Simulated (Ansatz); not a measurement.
Born–Oppenheimer molecular dynamics of C$_{3}$HN (5 atoms, charge 0, multiplicity 1). It starts from a relaxed structure.

These are results of RKS PBE-D4/def2-mTZVP in Ansatz, not measurements.

| Property | Result |
| --- | --- |
| ensemble | NVT, Nosé–Hoover chain |
| time step | 0.5 fs |
| steps asked | 300 |
| set temperature | 50 K |
| thermostat | time constant 300 fs, chain length 1 |
| seed | 275947 |

First frame:

```xyz
5
Properties=species:S:1:pos:R:3
C -0.138 1.262 0.150
C 0.001 0.064 0.002
C 0.158 -1.282 -0.165
N 0.292 -2.438 -0.308
H -0.263 2.319 0.280
```

(1) How far do the bonds stretch over the last three quarters of this one trajectory? (Pairs bonded in most of those frames.)

Answers

(1) 
```json
{"bond": "C1–C2", "mean (Å)": "1.215", "spread (Å)": "0.004", "shortest": "1.21", "longest": "1.22"}
{"bond": "C1–H5", "mean (Å)": "1.073", "spread (Å)": "0.011", "shortest": "1.06", "longest": "1.09"}
{"bond": "C2–C3", "mean (Å)": "1.365", "spread (Å)": "0.007", "shortest": "1.35", "longest": "1.38"}
{"bond": "C3–N4", "mean (Å)": "1.173", "spread (Å)": "0.004", "shortest": "1.17", "longest": "1.18"}
```

Mean temperature of the second half: 26 K. The conserved energy stayed within 0.028 meV per atom of its start (net change 0.026 meV per atom), so the integration is sound. The mean temperature of the second half is 48 % below the set value. A run of 0.15 ps of so small a system gives no equilibrium averages.

The run took 22 min on 1 thread of Intel(R) Xeon(R) Processor @ 2.50GHz (Skylake/Cascade Lake) (shared host), peak memory 0.14 GiB.
